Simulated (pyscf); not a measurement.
PySCF, gas phase, ωB97X-D3(BJ)/def2-SVP geometries.

**Question.** Estimate the classical barrier height and the reaction energy of ethane (H₃C–CH₃) + [HO–Zn]• → H₃C–CH₂–Zn–OH + H atom (H•) at ωB97M-D3(BJ)/def2-TZVP. The step runs on the doublet surface, breaks C–H and forms C–Zn; take the separated reactants as zero.

**Answer.** ΔE‡ = 235.5 kJ/mol, ΔE = +159.4 kJ/mol. Zero-point energy shifts the barrier by -17.3 kJ/mol. It is a substitution at C, with an imaginary mode of 1477i cm⁻¹. The same reactants have a lower exit, to H₃C–Zn–OH + CH₃• (barrier +203.6 kJ/mol at ωB97M-D3(BJ)/def2-TZVP, against +235.5 kJ/mol here). This is the saddle that the search found; another between the same sides may lie lower. The angle at the attacked C is 163°. Elements up to Kr have no core potential and no relativistic terms here.
